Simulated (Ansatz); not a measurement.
Geometry optimisation, RKS CAM-B3LYP-D4/def2-SVP in Ansatz 0.2.0.

Input:

```yaml
crystal:
  periodic: [false, false, false]
  atoms:
    - { symbol: C, position_ang: [-0.5431, 1.4183, 0.1017] }
    - { symbol: "N", position_ang: [-0.4804, 0.1088, 0.6114] }
    - { symbol: C, position_ang: [0.4752, -0.6568, -0.1386] }
    - { symbol: S, position_ang: [0.5089, -2.3702, 0.4116] }
    - { symbol: H, position_ang: [-0.43028, 0.60663, 1.52313] }
    - { symbol: H, position_ang: [-0.921, 1.4809, -0.9557] }
    - { symbol: H, position_ang: [0.3869, 2.0015, 0.1695] }
    - { symbol: H, position_ang: [-1.3338, -0.3514, 0.5359] }
    - { symbol: H, position_ang: [1.5212, -0.2597, 0.1002] }
    - { symbol: H, position_ang: [0.3155, -0.6352, -1.1785] }
    - { symbol: H, position_ang: [1.4641, -2.8057, -0.2946] }
basis:
  gaussian: { orbitals: def2-SVP }
hamiltonian:
  xc: cam_b3lyp
  dispersion: d4
relax:
  f_tol: 0.02
  max_steps: 50
output:
  orbitals: {}
```

Launched with:

```bash
$ ansatz run input.yaml --threads 2 --pin off --max-ram 3072MiB --backend cpu --events-out ev --progress --plain --runs-dir out
```

Question: Where does it end, and by what steps?

Answer: The forces met the threshold. After 16 steps the energy has fallen by 1.511 eV; H11 moved furthest, 1.24 Å.

```json
{"step": "0", "energy less start (eV)": "0.0000", "largest force component (eV/Å)": "4.455", "accepted": "yes"}
{"step": "1", "energy less start (eV)": "-0.9057", "largest force component (eV/Å)": "1.806", "accepted": "yes"}
{"step": "2", "energy less start (eV)": "-1.2787", "largest force component (eV/Å)": "1.452", "accepted": "yes"}
{"step": "3", "energy less start (eV)": "-1.3264", "largest force component (eV/Å)": "0.492", "accepted": "yes"}
{"step": "4", "energy less start (eV)": "-1.3699", "largest force component (eV/Å)": "0.266", "accepted": "yes"}
{"step": "5", "energy less start (eV)": "-1.3849", "largest force component (eV/Å)": "0.127", "accepted": "yes"}
{"step": "6", "energy less start (eV)": "-1.4057", "largest force component (eV/Å)": "0.146", "accepted": "yes"}
{"step": "7", "energy less start (eV)": "-1.3975", "largest force component (eV/Å)": "1.141", "accepted": "no"}
{"step": "8", "energy less start (eV)": "-1.4194", "largest force component (eV/Å)": "0.124", "accepted": "yes"}
{"step": "9", "energy less start (eV)": "-1.4343", "largest force component (eV/Å)": "0.183", "accepted": "yes"}
{"step": "10", "energy less start (eV)": "-1.4418", "largest force component (eV/Å)": "0.878", "accepted": "yes"}
{"step": "11", "energy less start (eV)": "-1.4850", "largest force component (eV/Å)": "0.397", "accepted": "yes"}
{"step": "12", "energy less start (eV)": "-1.4955", "largest force component (eV/Å)": "0.327", "accepted": "yes"}
{"step": "13", "energy less start (eV)": "-1.5022", "largest force component (eV/Å)": "0.286", "accepted": "yes"}
{"step": "14", "energy less start (eV)": "-1.5106", "largest force component (eV/Å)": "0.083", "accepted": "yes"}
{"step": "15", "energy less start (eV)": "-1.5106", "largest force component (eV/Å)": "0.059", "accepted": "no"}
{"step": "16", "energy less start (eV)": "-1.5111", "largest force component (eV/Å)": "0.012", "accepted": "yes"}
```

```xyz
11
Properties=species:S:1:pos:R:3
C -0.773 1.497 0.051
N -0.428 0.093 0.488
C 0.786 -0.561 -0.081
S 1.137 -2.220 0.574
H -0.348 0.081 1.509
H -0.853 1.427 -1.051
H 0.139 2.083 0.276
H -1.241 -0.500 0.296
H 1.639 0.081 0.173
H 0.673 -0.562 -1.172
H 0.233 -2.881 -0.179
```

Time of the run: 32 s on 2 threads of Intel(R) Xeon(R) Platinum 8488C (Sapphire Rapids) (shared host), peak memory 0.24 GiB.
